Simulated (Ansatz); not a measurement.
```yaml
crystal:
  periodic: [false, false, false]
  atoms:
    - {symbol: Si, position_ang: [-0.986498, 1.184784, -0.127749]}
    - {symbol: Al, position_ang: [0.860799, -0.418721, -0.063015]}
    - {symbol: S, position_ang: [0.374700, -2.449101, 0.581674]}
    - {symbol: Xx, position_ang: [-2.261088, 0.583826, 0.353021]}
    - {symbol: H, position_ang: [-1.206670, 1.678588, -1.517446]}
    - {symbol: H, position_ang: [-0.688524, 2.373842, 0.721001]}
    - {symbol: H, position_ang: [2.366153, -0.108521, -0.450278]}
    - {symbol: H, position_ang: [1.633230, -2.901697, 0.446892]}
basis:
  gaussian: {orbitals: cc-pVTZ}
hamiltonian: {xc: {name: B3LYP}, dispersion: d3bjatm}
output: {forces: true}
```

```sh
$ ansatz run in.yaml --threads 2 --pin off --events-out ev --progress --plain --max-ram 4352MiB
```

Shortened log:

```
Error: YAML parse error: error: line 7 column 16: `Xx` is not an element symbol (H … Og, case-exact)
 --> <input>:7:16
  |
5 |     - {symbol: Al, position_ang: [0.860799, -0.418721, -0.063015]}
6 |     - {symbol: S, position_ang: [0.374700, -2.449101, 0.581674]}
7 |     - {symbol: Xx, position_ang: [-2.261088, 0.583826, 0.353021]}
  |                ^ `Xx` is not an element symbol (H … Og, case-exact)
8 |     - {symbol: H, position_ang: [-1.206670, 1.678588, -1.517446]}
9 |     - {symbol: H, position_ang: [-0.688524, 2.373842, 0.721001]}
  |
```

In this input an element symbol is wrong. The program refused the input.
